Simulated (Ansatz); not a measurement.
Ansatz (an electronic-structure program) input (LC-wPBE/def2-TZVPD):

Ansatz 0.2 input:
```yaml
crystal:
  periodic: [false, false, false]
  atoms:
    - {symbol: C, position_ang: [-0.01154166, -0.76556749, 0.93697059]}
    - {symbol: C, position_ang: [-0.00055164, 0.59711357, 0.84098915]}
    - {symbol: C, position_ang: [-0.00224906, -0.80264408, -0.63844868]}
    - {symbol: C, position_ang: [0.00981811, 0.75689114, -0.66431055]}
    - {symbol: H, position_ang: [0.00073468, 1.37849926, 1.61112035]}
    - {symbol: H, position_ang: [-0.88855296, -1.26186408, -1.10165642]}
    - {symbol: H, position_ang: [0.88250307, -1.27538941, -1.09089155]}
    - {symbol: H, position_ang: [0.90183037, 1.21523446, -1.12950488]}
    - {symbol: H, position_ang: [-0.86936967, 1.22876090, -1.14027063]}
basis:
  gaussian:
    orbitals: def2-TZVPD
hamiltonian:
  xc: {name: LC-wPBE}
total_charge: -1
output: {forces: true}
```

End of the output:

```
integrals: 0.09 GiB planned
951 factors; their error is unknown
integrals: 0.13 GiB planned
466 factors; integrals over basis functions are off by at most 2.4e-5 eV
mean field: 1.02 GiB planned
mean field evaluation 1: about -4222.8926 eV, gradient 2.6e1 eV
mean field evaluation 2: about -4223.9022 eV, gradient 2.0e1 eV
mean field evaluation 4: about -4224.8755 eV, gradient 1.5e0 eV
mean field evaluation 8: about -4224.8881 eV, gradient 4.4e-2 eV
mean field evaluation 16: about -4224.8431 eV, gradient 1.2e-4 eV
mean field -4224.84305613 eV, -155.2601186114 hartree, gradient 5.5e-5 eV, S^2 0.000000; 0 other end points of the search recorded, 0 dependent functions left out
the calculation of the forces begins
reference -4224.84305614 eV, -155.2601186117 hartree; 15, 15 occupied and 178, 178 virtual orbitals, 951 factors
Total energy: -4224.84305614 eV, -155.2601186117 hartree
Atom 0 at    -0.011542    -0.765567     0.936971 Å, force     0.007394     0.542086    -0.535338 eV/Å
Atom 1 at    -0.000552     0.597114     0.840989 Å, force    -0.002366    -0.405063    -0.119633 eV/Å
Atom 2 at    -0.002249    -0.802644    -0.638449 Å, force     0.000402     0.293315     0.302469 eV/Å
Atom 3 at     0.009818     0.756891    -0.664311 Å, force    -0.002399    -0.275726     0.048267 eV/Å
Atom 4 at     0.000735     1.378499     1.611120 Å, force    -0.000271    -0.059882    -0.030731 eV/Å
Atom 5 at    -0.888553    -1.261864    -1.101656 Å, force     0.048756     0.045211     0.064821 eV/Å
Atom 6 at     0.882503    -1.275389    -1.090892 Å, force    -0.048844     0.045956     0.064228 eV/Å
Atom 7 at     0.901830     1.215234    -1.129505 Å, force    -0.071469    -0.092413     0.102532 eV/Å
Atom 8 at    -0.869370     1.228761    -1.140271 Å, force     0.068798    -0.093484     0.103384 eV/Å
Dipole moment:     0.010205     0.618579    -0.901706 e Å
```

It need not be the lowest isomer of its formula. Whether it binds its extra electron was not tested at this geometry.
